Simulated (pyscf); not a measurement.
H₃C–N(CH₃)–SiH₃ + H atom (H•) -> silyl (SiH₃•) + H₃C–NH–CH₃, a substitution at N (doublet surface; N–Si broken, H–N formed). Single points on ωB97X-D3(BJ)/def2-SVP structures (PySCF, gas phase). Energies in kcal/mol from the separated reactants.

Small-basis levels: PySCF, no dispersion term, spherical d functions. Open shells are spin-unrestricted. 

Task: Quick HF/3-21G single points give ΔE‡ = 37.9 kcal/mol and ΔE = -6.7 kcal/mol. What does ωB97M-D3(BJ)/def2-TZVP give, and how far is the quick result from it?

Result: ωB97M-D3(BJ)/def2-TZVP gives ΔE‡ = 15.1 kcal/mol and ΔE = -6.0 kcal/mol. HF/3-21G lies 22.8 kcal/mol over it in the barrier and 0.6 kcal/mol under it in the reaction energy, so on this step it does not hold to within 3.0 kcal/mol. ωB97M-D3(BJ)/def2-TZVP has limits of its own. On the product side the descent ends in a complex, 7.9 kcal/mol under the separated species and 29.7 kcal/mol under the saddle at ωB97X-D3(BJ)/def2-TZVP. At ωB97X-D3(BJ)/def2-TZVP the barrier from the zero used here is 18.0 kcal/mol. The same reactants have a lower exit, to H₃C–N(CH₃)–SiH₂• + H₂ (barrier +3.6 kcal/mol at ωB97M-D3(BJ)/def2-TZVP, against +15.1 kcal/mol here). H₃C–NH–CH₃ lies 7.8 kcal/mol over its isomer H₃C–CH₂–NH₂ (electronic energy, ωB97M-D3(BJ)/def2-TZVP). This is the saddle that the search found; another between the same sides may lie lower. The angle at the attacked N is 120°.
